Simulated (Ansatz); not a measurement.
## Ansatz (development build ahead of 0.2.0) run

```yaml
crystal:
  periodic: [false, false, false]
  atoms:
    - { symbol: "N", position_ang: [0.0, 0.0, 0.0] }
    - { symbol: H, position_ang: [0.0, 0.0, 1.976] }
basis:
  gaussian: { orbitals: "6-31G" }
magnetization:
  spin_polarized: true
hamiltonian:
  xc: pbe0
scf:
  omitted_lower_state_checks: [stability, starts, atomic_configurations, cluster_reference, orbital_swaps, given_window_search, neighbouring_geometries, increment]
output:
  forces: true
```

The input is written out in the form of the current development build from the run's settings.

Output:

```
Converged                       : yes
Total energy                    : -54.91959 hartree
Spin squared of the determinant : 0.000
```

Forces (eV/Å):
| atom | Fx | Fy | Fz |
| --- | --- | --- | --- |
| N1 | 0.000 | 0.000 | 3.643 |
| H2 | 0.000 | 0.000 | -3.643 |

This is not the lowest solution: another run reaches a determinant 2.11 eV lower. Caution: another spin multiplicity may lie lower.
